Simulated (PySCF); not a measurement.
Molecule: `C/C=C(/F)CC`, C$_{5}$H$_{9}$F.

Bonds (- single, = double, # triple, : aromatic): C1-C2, C2=C3, C3-F4, C3-C5, C5-C6. C1 carries H7, H8, H9; C2 carries H10; C5 carries H11, H12; C6 carries H13, H14, H15. Stereochemistry as in C/C=C(/F)CC.

Frames of a GFN2-xTB Langevin trajectory at 400 K; GIAO PBE0/pcSseg-1 shieldings in PySCF, gas phase, non-relativistic; equivalent atoms averaged within each frame.

Referencing at the same level of theory: ¹³C (σ = 186.93 ppm), ¹H (σ = 31.72 ppm) vs TMS; ¹⁹F (σ = 170.95 ppm) vs CFCl3. The references are static minima.

Question: How do the shifts (ppm) fluctuate along the trajectory?

Answer: 
```csv
time (fs),C3,C2,C5,C6,C1,F4,H10,H11/H12,H13/H14/H15,H7/H8/H9
optimised geometry,172.6,106.8,26.0,15.5,14.0,-103.0,5.26,2.30,1.18,1.72
250,177.3,104.3,27.1,14.4,4.9,-88.0,4.97,3.23,1.74,1.22
425,185.8,103.4,30.5,11.7,9.7,-72.3,5.36,2.42,1.01,1.91
625,167.3,104.9,28.6,15.4,17.6,-87.8,5.18,3.05,1.64,2.61
800,174.1,110.0,32.7,16.1,13.3,-73.2,5.79,3.32,1.61,1.76
1000,176.3,109.1,26.0,15.3,17.8,-94.7,5.02,2.66,1.44,2.45
mean of frames,176.2,106.3,29.0,14.6,12.7,-83.2,5.26,2.94,1.49,1.99
standard deviation,6.7,3.0,2.7,1.7,5.5,10.0,0.33,0.38,0.29,0.56
```

5 frames give an uncertainty of the mean of about the standard deviation over 2.2 at best, since frames this close in time may not be independent; classical motion lacks zero-point vibration, and the reference would need the same averaging.
